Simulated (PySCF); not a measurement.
# C2HF3O (SMILES FC1OC1(F)F): MP2/6-31+G(d) (spherical functions)

Aim: the vertical ionisation energy of C2HF3O at MP2/6-31+G* (spherical functions), from 2 runs. Input form: a Python script.

The results are computed with PySCF 2.14.0.

**1. The molecule**

C2HF3O: 7 atoms, total charge 0, spin state singlet. SMILES: `FC1OC1(F)F`. Geometry: relaxed at PBE0-D4/def2-TZVP.

Bond lengths: F1–C2 1.334 Å, C2–O3 1.424 Å, C2–C4 1.445 Å, O3–C4 1.366 Å, C4–F5 1.322 Å, C4–F6 1.326 Å, C2–H7 1.086 Å. Some angles: F1–C2–O3 115.2°, F1–C2–C4 119.8°, O3–C2–C4 56.8°, C2–O3–C4 62.4°, C2–C4–O3 60.8°, C2–C4–F5 121.9°, C2–C4–F6 123.1°, O3–C4–F5 116.9°, O3–C4–F6 116.4°, F5–C4–F6 109.4°.

**2. The energy at MP2/6-31+G(d) (spherical functions)**

File calc.py:

```python
from pyscf import gto, scf, mp

mol = gto.M(
    atom='''
F       -0.633400      -1.685800       0.231100
C       -0.181400      -0.473900       0.556500
O        1.148600      -0.190200       0.135600
C        0.132100       0.478800      -0.484100
F       -0.069200       0.209600      -1.763100
F        0.091600       1.791700      -0.299600
H       -0.427000      -0.198200       1.577800
''',
    basis='6-31+g*',
    max_memory=1860,
    verbose=4,
)

mf = scf.RHF(mol)
mf.conv_tol = 1e-10
mf.kernel()
if not mf.converged:
    mf = mf.newton().run(mf.mo_coeff, mf.mo_occ)

pt = mp.MP2(mf, frozen=6).run()
e_final = pt.e_tot
print('Final energy', e_final)
```

On the command line:

```console
$ OMP_NUM_THREADS=1 python calc.py
```

What it wrote:

```text
PySCF version 2.14.0

[... 65 lines left out ...]
converged SCF energy = -449.45377808942
[... 1 line left out ...]
******** <class 'pyscf.mp.mp2.RMP2'> ********
nocc = 18, nmo = 104
frozen orbitals 6
E(RMP2) = -450.401411897973  E_corr = -0.94763380855369
E(SCS-RMP2) = -450.360547381593  E_corr = -0.906769292173425
E_corr(same-spin) = -0.265836090105004
E_corr(oppo-spin) = -0.681797718448686
Final energy -450.4014118979733
```

It took 4.5 s on 1 thread of Arm Neoverse V1, shared host; peak memory 0.34 GiB.

**3. The doublet cation**

File job.py:

```python
from pyscf import gto, mp

mol = gto.Mole()
mol.atom = '''
F   -0.633400  -1.685800   0.231100
C   -0.181400  -0.473900   0.556500
O    1.148600  -0.190200   0.135600
C    0.132100   0.478800  -0.484100
F   -0.069200   0.209600  -1.763100
F    0.091600   1.791700  -0.299600
H   -0.427000  -0.198200   1.577800
'''
mol.verbose = 4
mol.charge = 1
mol.basis = '6-31+g*'
mol.spin = 1
mol.max_memory = 1860
mol.build()

hf = mol.UHF()
hf.conv_tol = 1e-10
hf.kernel()
if not hf.converged:
    hf = hf.newton().run(hf.mo_coeff, hf.mo_occ)

pt = mp.MP2(hf, frozen=6).run()
e_final = pt.e_tot
print(f'total energy: {e_final:.8f} hartree')
```

On the command line:

```console
$ OMP_NUM_THREADS=1 python job.py
```

What it wrote:

```text
PySCF version 2.14.0

[... 151 lines left out ...]
converged SCF energy = -449.005283197857  <S^2> = 0.76901862  2S+1 = 2.018929
[... 1 line left out ...]
******** <class 'pyscf.mp.ump2.UMP2'> ********
nocc = (np.int64(18), np.int64(17)), nmo = (104, 104)
frozen orbitals 6
E(UMP2) = -449.939438329787  E_corr = -0.934155131929652
E(SCS-UMP2) = -449.89678713272  E_corr = -0.891503934863176
E_corr(same-spin) = -0.264787180906623
E_corr(oppo-spin) = -0.669367951023029
total energy: -449.93943833 hartree
```

Run time: 11 s. Hardware: 1 thread of Arm Neoverse V1, shared host; peak memory 0.38 GiB.

**4. Outcome**

Level: MP2/6-31+G* (spherical functions), 6 core orbitals frozen.

| quantity | value |
| --- | --- |
| singlet C2HF3O: total energy | -450.40141 Eh |
| singlet C2HF3O: dipole moment (Hartree–Fock density) | 2.26 D |
| singlet C2HF3O: HOMO energy (Hartree–Fock orbitals) | -13.70 eV |
| singlet C2HF3O: LUMO energy (Hartree–Fock orbitals) | 1.90 eV |
| singlet C2HF3O: HOMO–LUMO gap (Hartree–Fock orbitals) | 15.59 eV |
| singlet C2HF3O: correlation energy (6 core orbitals frozen) | -947.6 mEh |
| doublet cation: total energy | -449.93944 Eh |
| doublet cation: HOMO energy (Hartree–Fock orbitals) (highest over α and β) | -23.09 eV |
| doublet cation: LUMO energy (Hartree–Fock orbitals) (lowest over α and β) | -10.68 eV |
| doublet cation: correlation energy (6 core orbitals frozen) | -934.2 mEh |
| doublet cation: ⟨S²⟩ of the reference determinant | 0.769 |
| vertical ionisation energy (to the doublet cation) | 12.571 eV |

**Reading.** The vertical ionisation energy comes to 12.57 eV (1213 kJ/mol). Mulliken charges (singlet C2HF3O) of the mean-field density run from -0.49 on O3 to +0.93 on C4; in a basis this large or diffuse they mean little. Mulliken charges (doublet cation) of the mean-field density run from -0.25 on F6 to +1.00 on C4; in a basis this large or diffuse they mean little.
